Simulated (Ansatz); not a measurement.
The first iterations of a band of BH6N (8 atoms, charge 0, multiplicity 1).

Method: RKS PBE0-D4/def2-SVP (Ansatz 0.2.0).

```json
{
 "movable images": "2",
 "climbing image": "yes",
 "spring": "5.0 eV/Å²",
 "optimiser": "quadratic models (default)",
 "start path": "through a guess of the saddle point",
 "force threshold": "0.03 eV/Å",
 "iteration limit": "60",
 "end points": "relaxed"
}
```

Initial state:

```xyz
8
Properties=species:S:1:pos:R:3
B -0.207 -0.791 -0.164
H 0.403 -1.083 -1.184
H -1.422 -0.786 -0.314
H 0.155 -1.432 0.814
H 1.205 0.857 0.299
N 0.199 0.760 0.157
H -0.067 1.378 -0.610
H -0.266 1.096 1.001
```

Final state:

```xyz
8
Properties=species:S:1:pos:R:3
B -1.048 -0.673 0.523
H 2.522 0.250 -1.551
H -1.886 -0.998 -0.286
H -0.752 -1.384 1.456
H 1.873 0.173 -1.160
N -0.403 0.549 0.375
H -0.607 1.197 -0.376
H 0.301 0.887 1.019
```

| iteration | highest image above the first end (eV) | largest band force component (eV/Å) |
| --- | --- | --- |
| 1 | 2.231 | 6.950 |
| 2 | 0.866 | 3.703 |
| 3 | 1.058 | 9.893 |
| 4 | 0.404 | 1.287 |
| 5 | 0.447 | 0.621 |
| 6 | 0.346 | 0.838 |
| 7 | 0.953 | 3.176 |
| 8 | 1.110 | 3.215 |

Question: Does the band converge within its limit, and where does its top end?

Answer: The run converged. It ended after 24 iterations with the highest image 1.611 eV above the first end. Neighbouring images differ by up to 1.6 eV, so the band resolves the path poorly. Another band between the same ends (7 images) ends at a top of the same energy, where a vibrational analysis finds 1 clearly imaginary mode. So few images can step over the top or miss a turn of the path. The orbitals stay closed-shell, which can raise the energy where a bond breaks towards radicals; this wasn't checked here.

The run took 46 s on 1 thread of Arm Neoverse V2, with other jobs on the host, peak memory 0.1 GiB.
